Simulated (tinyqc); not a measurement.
Worked calculation: coupled-perturbed Hartree-Fock on RHF in the sto-3g basis, for BH3, spin multiplicity 1. One step of it, computed by the program tinyqc.

Problem. Response to a field: uncoupled start. Field along z; U_ai = -mu_ai / (e_a - e_i), alpha = -4 sum U_ai mu_ai.

orbital energies (hartree): MO1 -7.421698, MO2 -0.643062, MO3 -0.442772, MO4 -0.442616, MO5 0.242317, MO6 0.609554, MO7 0.692401, MO8 0.692842

dipole integrals <a|z|i> (bohr):
```
,i1,i2,i3,i4
a5,0.121255,0.814526,-0.000014,0.000000
a6,-0.001075,-0.000973,0.000004,0.000000
a7,0.000000,0.000000,0.000000,0.006961
a8,0.000001,0.000000,0.006963,0.000000
```

Give: uncoupled U; uncoupled polarisability.

Solution.

uncoupled U:
```
,i1,i2,i3,i4
a5,-0.0158,-0.9200,0.0000,0.0000
a6,0.0001,0.0008,0.0000,0.0000
a7,0.0000,0.0000,0.0000,-0.0061
a8,0.0000,0.0000,-0.0061,0.0000
```

uncoupled polarisability = 3.0054 bohr^3
